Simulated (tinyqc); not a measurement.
Inside a calculation. Method: Pariser-Parr-Pople SCF with singles CI, for the molecule c1ccoc1 (SMILES; centres numbered as the heavy atoms are written). One step of it, computed by the program tinyqc.

Problem. Iteration 2: orbitals and new P. Diagonalise F (the basis is taken as orthonormal) and form P = 2 sum c c over the lowest orbitals; 0.3 of the old P is kept.

F (eV), order 1C, 2C, 3C, 4O, 5C:
```
[[-5.178206, -4.599166, 0.344084, 0.756439, -4.879082],
 [-4.599166, -5.177943, -4.879730, 0.756160, 0.344042],
 [0.344084, -4.879730, -6.844935, -4.476785, 0.973412],
 [0.756439, 0.756160, -4.476785, -12.797947, -4.477128],
 [-4.879082, 0.344042, 0.973412, -4.477128, -6.845968]]
```

pi electrons, sum of z_r less the charge = 6

P after iteration 1, order 1C, 2C, 3C, 4O, 5C:
```
[[1.087604, 0.628596, -0.129702, -0.260628, 0.708243],
 [0.628596, 1.087601, 0.708261, -0.260568, -0.129731],
 [-0.129702, 0.708261, 1.173982, 0.548658, -0.366970],
 [-0.260628, -0.260568, 0.548658, 1.476748, 0.548653],
 [0.708243, -0.129731, -0.366970, 0.548653, 1.174064]]
```

Give: orbital energies; P after iteration 2.

Solution.

orbital energies (eV): [-16.8877, -11.5007, -10.5541, -0.0589, 2.1563]

P after iteration 2, order 1C, 2C, 3C, 4O, 5C:
```
[[1.0534, 0.6145, -0.0919, -0.2578, 0.7348],
 [0.6145, 1.0534, 0.7348, -0.2577, -0.0919],
 [-0.0919, 0.7348, 1.1556, 0.5059, -0.4054],
 [-0.2578, -0.2577, 0.5059, 1.5818, 0.5059],
 [0.7348, -0.0919, -0.4054, 0.5059, 1.1557]]
```
